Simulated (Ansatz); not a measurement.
Reaction (formal hydrolysis of a C–C bond): `CCC(=O)S` + H₂O → `O=C(S)CO` + CH₄

Gas-phase electronic energies from Ansatz, PBE0-D4/def2-TZVP geometries. CCSD(T)/CBS is the MP2 limit (def2-TZVPP, def2-QZVPP) plus CCSD(T) − MP2 in def2-TZVPP, frozen cores. This one scheme is used for every species. DFT in def2-TZVPP. B3LYP here is the variant with VWN-RPA as its local correlation; programs differ in this. One conformer a species, not always the lowest.

```csv
level,ΔE (kcal/mol),difference from CCSD(T)/CBS
PBE-D4,7.7,-3.0
r2SCAN-D4,7.7,-3.0
PBE0-D4,8.5,-2.2
B3LYP-D4,7.8,-2.9
ωB97X-V,8.1,-2.6
ωB97M-V,8.5,-2.2
B2PLYP,8.3,-2.4
PBE,7.1,-3.6
r2SCAN,7.5,-3.2
PBE0,8.1,-2.6
B3LYP,7.0,-3.7
HF/def2-TZVPP,7.7,-3.0
MP2/def2-TZVPP,11.0,0.3
SCS-MP2/def2-TZVPP,10.1,-0.6
CCSD/def2-TZVPP,9.7,-1.0
CCSD(T)/def2-TZVPP,9.7,-1.0
HF/def2-QZVPP,7.9,-2.8
MP2/def2-QZVPP,11.6,0.9
SCS-MP2/def2-QZVPP,10.8,0.1
HF/CBS(def2),7.9,-2.8
MP2/CBS(def2),12.0,1.3
CCSD/CBS(def2),10.7,0.0
CCSD(T)/CBS,10.7,0
```

Largest T1 diagnostic among the species: 0.015.

In def2-TZVPP, CCSD(T) changes the Hartree–Fock value by +1.9 kcal/mol (the triples alone add −0.1 kcal/mol) and MP2 by +3.3 kcal/mol. From PBE to PBE0 (25 % exact exchange), in def2-TZVPP and without D4, ΔE moves by +0.9 kcal/mol. The D4 term adds +0.8 kcal/mol with B3LYP and +0.5 kcal/mol with PBE0; it sums over pairs of atoms, weighted by their polarisabilities, and B3LYP, whose exchange is more repulsive, gets the larger term.
